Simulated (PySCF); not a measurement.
## Pentane in a uniform electric field

Species: pentane, C5H12.
Geometry (PBE0-D3(BJ)/def2-SVP, Å), atoms numbered from 1 in this order:
```xyz
17
C5H12 angstrom
C     -2.545   -0.270    0.309
C     -1.239    0.429    0.650
C     -0.016   -0.236    0.034
C      1.298    0.457    0.370
C      2.513   -0.214   -0.250
H     -3.409    0.233    0.768
H     -2.713   -0.293   -0.780
H     -2.543   -1.315    0.661
H     -1.284    1.482    0.318
H     -1.115    0.468    1.747
H      0.032   -1.290    0.364
H     -0.136   -0.275   -1.065
H      1.246    1.510    0.039
H      1.415    0.497    1.468
H      2.440   -0.236   -1.349
H      3.445    0.310    0.011
H      2.611   -1.257    0.092
```

Level: CAM-B3LYP/def2-SVPD (PySCF); nuclei fixed, core orbitals frozen in the response. Permanent dipole (0.005, 0.070, 0.049) D (1 au = 2.5417 D). Static polarisability (au):

```
x   74.68  0.36 -1.79
y    0.36 59.90  1.68
z   -1.79  1.68 58.87
```

Only the terms in μ and α are kept: μ(F) = μ + αF and ΔE = −μ·F − ½ F·αF.

Question: What do fields of 0.514 V/Å (0.01 au) along the six axis directions do?

Answer: 
```tsv
field along	induced x (D)	induced y (D)	induced z (D)	total size (D)	−μ·F (kJ/mol)	−½F·αF (kJ/mol)
+x	1.898	0.009	-0.045	1.905	-0.052	-9.804
−x	-1.898	-0.009	0.045	1.897	+0.052	-9.804
+y	0.009	1.523	0.043	1.595	-0.723	-7.863
−y	-0.009	-1.523	-0.043	1.453	+0.723	-7.863
+z	-0.045	0.043	1.496	1.550	-0.506	-7.728
−z	0.045	-0.043	-1.496	1.448	+0.506	-7.728
```

Question: For the field (-0.0060, 0.0010, 0.0010) au, what is the induced dipole, and what angle does it make with the field?

Answer: αF = (-1.143, 0.151, 0.181) D, at 1.9° to the field. The polarisability along this direction, F·αF/F², is 74.42 au, against a mean of 64.48 au.

Question: Induction energy −ᾱe²/2R⁴ of a unit charge at 14 Å, the molecule taken as a point?

Answer: R = 26.46 bohr, so the energy is −64.5/(2 × 26.46⁴) Eh = -0.173 kJ/mol.

Geometry: PBE0-D3(BJ)/def2-SVP, one conformer, isolated molecule.

These values come from a run that also computed excited states and ΔSCF ions. The run took 2.4 min of wall time (grids of density and orbitals included) on an AMD EPYC 7R43 with one thread, no GPU, on a shared host, and the process peaked at 1.0 GiB of memory.
